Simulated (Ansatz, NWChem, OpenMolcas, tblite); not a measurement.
**SiH2F2 (SMILES F[SiH2]F): the HOMO–LUMO gap, rung by rung**

SiH2F2: 5 atoms, total charge 0, spin state singlet. As SMILES, `F[SiH2]F`. The shape is that of a PBE0-D4/def2-TZVP optimisation.

```
atom    x (Å)    y (Å)    z (Å)
   F  -1.0790   0.5382   0.9807
  Si  -0.0052  -0.0005  -0.0541
   F   1.2476  -0.5206   0.7669
   H  -0.5905  -1.1387  -0.7863
   H   0.4271   1.1217  -0.9073
```

Quantity: the HOMO–LUMO gap, in eV. The values are calculated.

```json
{"level": "IPEA1-xTB", "kind": "semi-empirical", "program": "tblite", "value (eV)": "7.60"}
{"level": "HF/aug-cc-pVDZ", "kind": "Hartree–Fock", "program": "NWChem", "value (eV)": "14.81"}
{"level": "SVWN5/aug-cc-pVDZ", "kind": "LDA", "program": "OpenMolcas", "value (eV)": "7.40"}
{"level": "PBE/aug-cc-pVDZ", "kind": "GGA", "program": "NWChem", "value (eV)": "7.55"}
{"level": "revPBE/aug-cc-pVDZ", "kind": "GGA", "program": "Ansatz", "value (eV)": "7.59"}
{"level": "r2SCAN/aug-cc-pVDZ", "kind": "meta-GGA", "program": "Ansatz", "value (eV)": "8.51"}
{"level": "PBE0/aug-cc-pVDZ", "kind": "global hybrid", "program": "OpenMolcas", "value (eV)": "9.78"}
{"level": "CAM-B3LYP/aug-cc-pVDZ", "kind": "range-separated hybrid", "program": "Ansatz", "value (eV)": "11.86"}
{"level": "PBE-QIDH/aug-cc-pVDZ", "kind": "double hybrid", "program": "Ansatz", "value (eV)": "13.16"}
```

The values span 7.40 to 14.81 eV. Orbital gaps aren't excitation energies, and those of double hybrids come from the SCF part alone; they tend to grow with the share of exact exchange.
